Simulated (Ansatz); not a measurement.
A nudged elastic band was laid between two geometries of FH$_{3}$Si (5 atoms, charge 0, multiplicity 1).

Method: RKS B3LYP-D4/def2-SVP in Ansatz.

```json
{
  "movable images": "7",
  "climbing image": "yes",
  "spring": "5.0 eV/Å²",
  "optimiser": "quadratic models (default)",
  "start path": "through a guess of the saddle point",
  "force threshold": "0.05 eV/Å",
  "iteration limit": "60",
  "end points": "relaxed"
}
```

First end point:

```xyz
5
Properties=species:S:1:pos:R:3
Si 0.210 0.000 0.188
H 0.168 0.000 1.674
F 1.766 0.000 -0.288
H -0.450 1.221 -0.347
H -0.450 -1.221 -0.347
```

Last end point:

```xyz
5
Properties=species:S:1:pos:R:3
Si -0.719 0.000 0.223
H 1.453 0.000 1.597
F 1.480 0.000 0.663
H -0.485 1.110 -0.802
H -0.485 -1.110 -0.802
```

What changes between the two ends?

Bonds broken: Si1–H2. Bonds formed: H2–F3. FH3Si becomes FH + H2Si.

Give the energies along the band, and the barrier.

The run converged. The highest image is number 5 of 0 to 8, 348.5 kJ/mol above the first end and 35.1 kJ/mol above the last; the last end lies 313.4 kJ/mol above the first. Neighbouring images differ by up to 1.3 eV, so the band resolves the path poorly. A vibrational analysis at the climbing image gives one clearly imaginary mode, 1197i cm⁻¹: a first-order saddle point. The orbitals stay closed-shell, which can raise the energy where a bond breaks towards radicals; this wasn't checked here.

```json
{"image": "0", "path coordinate (Å)": "0.00", "energy (kJ/mol)": "0.0", "Si1–H2 (Å)": "1.49", "H2–F3 (Å)": "2.53"}
{"image": "1", "path coordinate (Å)": "0.27", "energy (kJ/mol)": "15.6", "Si1–H2 (Å)": "1.48", "H2–F3 (Å)": "2.30"}
{"image": "2", "path coordinate (Å)": "0.55", "energy (kJ/mol)": "70.7", "Si1–H2 (Å)": "1.48", "H2–F3 (Å)": "2.02"}
{"image": "3", "path coordinate (Å)": "0.82", "energy (kJ/mol)": "173.6", "Si1–H2 (Å)": "1.49", "H2–F3 (Å)": "1.72"}
{"image": "4", "path coordinate (Å)": "1.10", "energy (kJ/mol)": "294.6", "Si1–H2 (Å)": "1.55", "H2–F3 (Å)": "1.43"}
{"image": "5", "path coordinate (Å)": "1.37", "energy (kJ/mol)": "348.5", "Si1–H2 (Å)": "1.68", "H2–F3 (Å)": "1.16"}
{"image": "6", "path coordinate (Å)": "1.64", "energy (kJ/mol)": "328.4", "Si1–H2 (Å)": "1.94", "H2–F3 (Å)": "0.98"}
{"image": "7", "path coordinate (Å)": "1.90", "energy (kJ/mol)": "316.6", "Si1–H2 (Å)": "2.26", "H2–F3 (Å)": "0.94"}
{"image": "8", "path coordinate (Å)": "2.16", "energy (kJ/mol)": "313.4", "Si1–H2 (Å)": "2.57", "H2–F3 (Å)": "0.93"}
```

What is the geometry of the highest image?


```xyz
5
Properties=species:S:1:pos:R:3:forces:R:3
Si -0.308 0.000 0.302 0.00 0.00 0.00
H 0.984 0.000 1.369 0.00 0.00 0.00
F 1.660 0.000 0.432 0.00 0.00 0.00
H -0.546 1.170 -0.612 0.00 0.00 0.00
H -0.546 -1.170 -0.612 0.00 0.00 0.00
```

Time of the run: 46 s on 1 thread of Arm Neoverse V1 (shared host), peak memory 0.092 GiB.
